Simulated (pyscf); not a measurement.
H₃C–NH• + hydrogen (H₂) -> methylamine (H₃C–NH₂) + H atom (H•), a hydrogen abstraction (doublet surface; H–H broken, H–N formed). Single points on ωB97X-D3(BJ)/def2-SVP structures (PySCF, gas phase). Energies in kcal/mol from the separated reactants.

AM1 to PM7: differences of heats of formation from MOPAC, which are fitted to 298 K values and so differ in kind from electronic energies by zero-point and thermal terms. Open shells are spin-unrestricted. 

Question: In single points PM3 puts the saddle at 29.9 kcal/mol and the reaction energy at +31.9 kcal/mol. Should these be trusted to within a few kcal/mol? Compare with ωB97M-D3(BJ)/def2-TZVP.

Answer: ωB97M-D3(BJ)/def2-TZVP gives ΔE‡ = 12.0 kcal/mol and ΔE = +2.1 kcal/mol. PM3 lies 17.9 kcal/mol over it in the barrier and 29.8 kcal/mol over it in the reaction energy, so on this step it does not hold to within 3.0 kcal/mol. At PM3 this geometry lies under one side, so its ΔE‡ may be no barrier of that level. ωB97M-D3(BJ)/def2-TZVP has limits of its own. H₃C–NH• lies 7.3 kcal/mol over its isomer •H₂C–NH₂ (electronic energy, ωB97M-D3(BJ)/def2-TZVP). One saddle was located; it need not be the lowest between these sides. The angle at the transferred H is 157°.
